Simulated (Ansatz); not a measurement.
Two structures of C2H6N, doublet, reached by relaxing down either side of one saddle point (PBE0-D4/def2-TZVP). Energies are electronic, without zero-point energy. Ansatz 0.2.0; basis: def2-TZVPP and def2-QZVPP; cores frozen in the correlated methods; orbitals are unrestricted. Extrapolation: Hartree–Fock as exp(−7.88 √X), correlation as X^−2.97. First:

```
9
angstrom
H -1.1130 -0.8778 -0.1604
N -1.2667 -1.7698 0.2985
C 0.0850 1.2619 -0.7457
C 1.1396 1.1584 0.0093
H -1.2468 -1.5979 1.2962
H -0.4716 -2.3572 0.0793
H -0.3397 1.9510 -1.4603
H 1.9122 1.9305 0.0244
H 1.3011 0.3011 0.6586
```

Second:

H1  (-0.421, 0.158, -0.354)
N2  (-1.278, -2.089, 0.477)
C3  (0.103, 1.074, -0.605)
C4  (1.258, 1.393, -0.042)
H5  (-1.848, -2.303, 1.303)
H6  (-0.964, -3.013, 0.158)
H7  (-0.359, 1.724, -1.342)
H8  (1.785, 2.308, -0.291)
H9  (1.725, 0.748, 0.695)
(Å)

**Question.** Which bonds change from the first to the second?

**Answer.** C₂H₃ ([CH][CH2]) + NH₃ → C₂H₄ (C=C) + NH₂; bonds formed: H1–C3; bonds broken: H1–N2.

**Question.** Give the saddle point's structure and its height above each. (Judge from chemistry; the value comes from the calculation.)

**Answer.** The calculation gives: 55.7 kJ/mol above the first and 68.9 kJ/mol above the second (CCSD(T) at an estimated basis limit (MP2 extrapolated from triple and quadruple zeta, plus CCSD(T) − MP2 in triple zeta)).
H1  (-0.763, -0.370, -0.245)
N2  (-1.230, -1.449, 0.134)
C3  (-0.057, 0.732, -0.505)
C4  (1.083, 0.981, 0.097)
H5  (-1.171, -1.338, 1.148)
H6  (-0.461, -2.082, -0.097)
H7  (-0.563, 1.340, -1.248)
H8  (1.653, 1.884, -0.115)
H9  (1.509, 0.303, 0.831)
(Å)

T1 diagnostic: at most 0.034. ⟨S²⟩ of the unrestricted Hartree–Fock references: 0.76 to 0.95 (a pure state has 0.75). The unrestricted reference is spin-contaminated, which hurts MP2 most.

Labels in which every atom is bracketed show which atoms are joined, not bond orders.

For scale, one of the runs: CCSD(T)/def2-TZVPP, 177 basis functions, launched by `ansatz run in.yaml --threads 4 --pin off --events-out ev --progress --plain --max-ram 9574MiB`. Hardware: 4 CPU threads of an Intel Xeon Platinum 8488C, shared host. Wall time 38 s; peak host memory 4.3 GiB.
